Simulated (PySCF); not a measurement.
BH2 (doublet state).
Atom-mapped SMILES: `[BH2:1]` (hydrogens: H2, H3 on B1)

Level of theory: UKS B3LYP, IGLO-III on B, pcH-1 on H, non-relativistic, mean-field spin-orbit, GIAO in PySCF 2.14.0. Geometry: PBE0-D3(BJ)/def2-SVP; no solvent, vibrations or thermal averaging.

What is the g tensor, term by term?

```
                    Δg (ppm)      1    2    3
relativistic mass correction    -86  -86  -86
            gauge correction     21   12   11
   orbital Zeeman/spin–orbit  -1424  -19  216
                       total  -1489  -93  141
```

So g = 2.00083, 2.00223, 2.00246 and g_iso = 2.00184; the tensor is close to axial: the two nearest values differ by 14 % of g3 − g1. Axes: g3 is normal to the molecular plane.

How much does each term add to the isotropic shift?

The orbital-Zeeman/spin–orbit term -409, the mass correction -86 and the gauge correction 15 ppm, for a total of -480 ppm. The orbital-Zeeman/spin–orbit term is the largest in size. The mass correction is the same along every axis, so the anisotropy comes from the other two: their spans along these axes are 9 (gauge) and 1640 ppm (orbital Zeeman/spin–orbit).

At 33.848 GHz, how far is the centre of the isotropic spectrum from where a free electron (g = 2.002319) resonates?

B = hν/(g μB) with μB/h = 13.99624 MHz/mT gives 1207.78 mT for the free electron and 1208.07 mT at g_iso, 0.29 mT higher.

What are the electron Larmor frequencies g μB B/h along the three axes at 330 mT?

9.2414, 9.2478, 9.2489 GHz for g1, g2 and g3, a range of 7.5 MHz.

In a frozen sample, at which fields do the three g values resonate at 9.5, 34, 94 and 263 GHz (hyperfine left aside), and which band first spreads them over more than twice a line width of 1.0 mT?

| band | GHz | B(g3) mT | B(g2) mT | B(g1) mT | spread mT |
| --- | --- | --- | --- | --- | --- |
| X | 9.5 | 338.96 | 339.00 | 339.24 | 0.28 |
| Q | 34.0 | 1213.12 | 1213.26 | 1214.11 | 0.99 |
| W | 94.0 | 3353.92 | 3354.31 | 3356.65 | 2.73 |
| J | 263.0 | 9383.83 | 9384.93 | 9391.48 | 7.65 |

The spread grows in proportion to the frequency. W band is the first where it exceeds 2.0 mT.

The largest Mulliken spin population is on B1 (+0.99).

The HOMO–LUMO gaps are 3.37 eV among the α and 8.04 eV among the β orbitals.
